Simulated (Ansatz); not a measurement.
# H2SO4: one species, many methods

An exercise on one series of results from a longer session: the logs are not shown, and one member is left open.

Computed with Ansatz 0.2.0, Gaussian basis. Level: functionals in def2-TZVPP, the program's frozen cores in correlated methods.

Levels to be run: PBE-D4, r2SCAN-D4, PBE0-D4, B3LYP-D4, ωB97X-V, ωB97M-V, B2PLYP; CCSD(T)/def2-TZVPP; CCSD(T)/def2-QZVPP; extrapolation to the limit.

## The relaxed structure

The geometry comes from an earlier relaxation with PBE0-D4 in a triple-zeta def2 set; it is a stationary point, not always the lowest conformer.

7 atoms, charge 0, spin multiplicity 1.

Atoms are counted from 1 here; the program's logs count them from 0.

Bond lengths: O1–S2 1.416 Å, S2–O3 1.416 Å, S2–O4 1.580 Å, S2–O5 1.580 Å, O4–H6 0.967 Å, O5–H7 0.967 Å. Angles: O1–S2–O3 123.9°, O1–S2–O4 108.7°, O1–S2–O5 105.7°, O3–S2–O4 105.7°, O3–S2–O5 108.7°, O4–S2–O5 102.2°, S2–O4–H6 108.8°, S2–O5–H7 108.9°.

Set-up of the first run:

in.yaml reads:

```yaml
crystal:
  periodic: [false, false, false]
  atoms:
    - {symbol: O, position_ang: [1.122376, -0.456641, -1.160435]}
    - {symbol: S, position_ang: [0.450370, 0.051570, -0.022471]}
    - {symbol: O, position_ang: [1.098956, 0.710914, 1.049646]}
    - {symbol: O, position_ang: [-0.382951, -1.117943, 0.636935]}
    - {symbol: O, position_ang: [-0.685814, 0.995599, -0.583636]}
    - {symbol: H, position_ang: [-0.614708, -1.760909, -0.047450]}
    - {symbol: H, position_ang: [-0.988229, 1.577411, 0.127401]}
basis:
  gaussian: {orbitals: def2-TZVPP}
hamiltonian: {xc: pbe, dispersion: d4}
output: {forces: true, orbitals: {seedname: orbitals}}
```

On the command line:

```
ansatz run in.yaml --threads 2 --pin off --events-out ev --progress --plain --max-ram 20480MiB --backend cpu
```

Steps of the session up to this table: PBE-D4 (GGA); r2SCAN-D4 (meta-GGA); PBE0-D4 (hybrid); B3LYP-D4 (hybrid); ωB97X-V (range-separated); ωB97M-V (range-separated); B2PLYP (double hybrid); CCSD(T) in def2-TZVPP; CCSD(T) in def2-QZVPP.

One table of the session follows, with a row left open; its other results are not shown here.

| method | atomisation energy (kJ/mol) |
| --- | --- |
| PBE-D4 | 2631.4 |
| r2SCAN-D4 | 2532.0 |
| PBE0-D4 | 2483.5 |
| B3LYP-D4 | 2454.6 |
| ωB97X-V | 2504.3 |
| ωB97M-V | 2510.4 |
| B2PLYP | 2446.0 |
| HF/def2-TZVPP | 1357.5 |
| MP2/def2-TZVPP | 2544.3 |
| CCSD/def2-TZVPP | 2303.4 |
| CCSD(T)/def2-TZVPP | 2384.0 |
| MP2/CBS | ? |
| CCSD(T)/CBS | 2513.3 |

Estimate the missing values for MP2/CBS.

**Answer.** atomisation energy (kJ/mol): 2673.5. In the column «atomisation energy (kJ/mol)» it is the highest.

Caveats from the session: Free atoms (4 O, 1 S, 2 H) were run apart at each level; the atomisation energy is their sum less the molecule, without zero-point or spin-orbit terms.
